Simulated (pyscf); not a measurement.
Single points on ωB97X-D3(BJ)/def2-SVP structures (PySCF, gas phase).

For the elementary gas-phase step Cl–SiH₂–Cl + NH₃ → H₂N–SiH(Cl)–Cl + H₂ (singlet surface; H–Si, H–N broken, N–Si, H–H formed), what barrier and reaction energy does ωB97M-D3(BJ)/def2-TZVP give, measured from the separated reactants?

ΔE‡ = 35.6 kcal/mol, ΔE = -11.7 kcal/mol. Zero-point energy shifts the barrier by -1.0 kcal/mol. It is a four-centre exchange, with an imaginary mode of 1530i cm⁻¹. On the reactant side the descent ends in a complex (not fully relaxed), 7.0 kcal/mol under the separated species and 42.3 kcal/mol under the saddle at ωB97X-D3(BJ)/def2-TZVP. At the saddle there is also a short H–Si contact that neither side keeps. This is the saddle that the search found; another between the same sides may lie lower.
